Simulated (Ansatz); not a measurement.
A made-up structure of CH5OSi (charge +1), closed shell:

```
8
angstrom
C -0.5639 1.0619 -0.4010
O -0.4263 -0.3360 -0.0637
Si 0.6432 -1.3227 0.4808
H -0.8461 1.1062 -1.4506
H 0.3707 1.5919 -0.2231
H -1.3641 1.4586 0.2200
H -1.3055 0.0294 0.1217
H 0.1876 -2.7087 0.6280
```

It is relaxed with PBE-D4/def2-SVP and then PBE0-D4/def2-TZVP (Ansatz 0.2.0). Atoms count as bonded within 1.22 times the sum of their covalent radii (H–H: 0.88 Å). The end point is not checked to be a true minimum.

Does its bonding change? (A judgement: the text doesn't fix the answer.)

By the calculation: No: no bond forms or breaks.

Where it ends: The first stage lowers the energy by 3.36 eV in 9 steps. It ends as CH₅OSi ([CH3][OH][SiH]), total charge +1:
```tsv
atom	x (Å)	y (Å)	z (Å)
C1	-0.5596	1.1431	-0.3932
O2	-0.5529	-0.2788	-0.0015
Si3	0.9059	-1.2386	0.4972
H4	-0.9171	1.2058	-1.4180
H5	0.4728	1.4763	-0.3146
H6	-1.2005	1.6784	0.3030
H7	-1.4359	-0.6782	-0.0346
H8	-0.0173	-2.4274	0.6740
```

Labels in which every atom is bracketed show which atoms are joined, not bond orders.

For scale, one of the runs: PBE0-D4/def2-TZVP relaxation, 129 basis functions, launched by `ansatz run in.yaml --threads 2 --pin off --events-out ev --progress --plain --max-ram 4352MiB`. The run took about 38 s on 2 CPU threads of an AMD EPYC (shared host).
